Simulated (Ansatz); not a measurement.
# BH3 (singlet): wave-function methods side by side, cc-pVTZ

An exercise on one series of results from a longer session: the logs are not shown, and one member is left open.

The runs use Ansatz 0.2.0, Gaussian basis; cc-pVTZ, core rule «outside noble gas», up to 1 orbitals frozen.

Plan: UHF; CCSD(T) on RHF; CCSD(T) on UHF; BCCD(T) on RHF; CCSDT(Q) on RHF; CCSDT(Q) on UHF.

38 further runs of the same task are left out: 8 for a known fault of the program, 12 that didn't finish, 18 set aside as unsound or not needed.

**What is computed**

The geometry is a PBE0/def2-TZVP stationary point (not a proven minimum) of the parent state, kept for this charge and spin.

4 atoms, charge 0, spin multiplicity 1.

Atoms are counted from 1 here; the program's logs count them from 0.

Bond lengths: B1–H2 1.281 Å, B1–H3 1.186 Å, B1–H4 1.281 Å. Angles: H2–B1–H3 117.7°, H2–B1–H4 49.8°, H3–B1–H4 117.7°.

Set-up of the first run:

The input, in.yaml:

```yaml
crystal:
  periodic: [false, false, false]
  atoms:
    - {symbol: B, position_ang: [-0.114887, 0.000009, 0.089052]}
    - {symbol: H, position_ang: [0.311423, 0.539087, -0.991887]}
    - {symbol: H, position_ang: [0.609492, -0.000048, 1.028622]}
    - {symbol: H, position_ang: [0.311340, -0.539134, -0.991888]}
basis:
  gaussian: {orbitals: cc-pVTZ}
magnetization: {spin_polarized: true, initial_magnetization: 0}
hamiltonian: {xc: hf}
output: {orbitals: {seedname: orbitals}}
```

On the command line:

```
ansatz run in.yaml --threads 1 --pin off --events-out ev --progress --plain --max-ram 2393MiB
```

Steps of the session up to this table: UHF; CCSD(T) on RHF; CCSD(T) on UHF; BCCD(T) on RHF; CCSDT(Q) on RHF; CCSDT(Q) on UHF.

One table of the session follows, with a row left open; its other results are not shown here.

It belongs to the step «Misses and costs». 

```
   method  from RCCSDT(Q) (meV)
      RHF               +4242.4
      UHF               +3614.9
     RMP2                +792.1
     UMP2                     ?
    RCCSD                +149.2
    UCCSD                 +89.8
 RCCSD(T)                 +27.6
 UCCSD(T)                 -72.7
  BCCD(T)                 +27.7
   RCCSDT                  +5.6
   UCCSDT                -309.4
RCCSDT(Q)                     0
UCCSDT(Q)                -358.8
```

Q: Estimate the row for UMP2 from the others.

As computed: from RCCSDT(Q) (meV): +768.3. In the column «from RCCSDT(Q) (meV)» it lies between RCCSD (+149.2) and RMP2 (+792.1).

The program flags UCCSD(T), UCCSDT(Q) as in doubt (see the logs), so those rows may rest on another solution; read them beside their warnings.

To keep in mind: The determinant is far from a pure spin state, so its energy mixes those of several spin states (harmless only where they are near-degenerate, as at dissociation). The program flags UCCSD(T), UCCSDT(Q) as in doubt, so those rows may rest on another solution; read them beside their warnings. Warnings: restricted reference is unstable; spin contamination. Restricted and unrestricted rows rest on different reference determinants; where their highest levels disagree by more than a few hundredths of an eV, they describe different states and don't form one ladder.
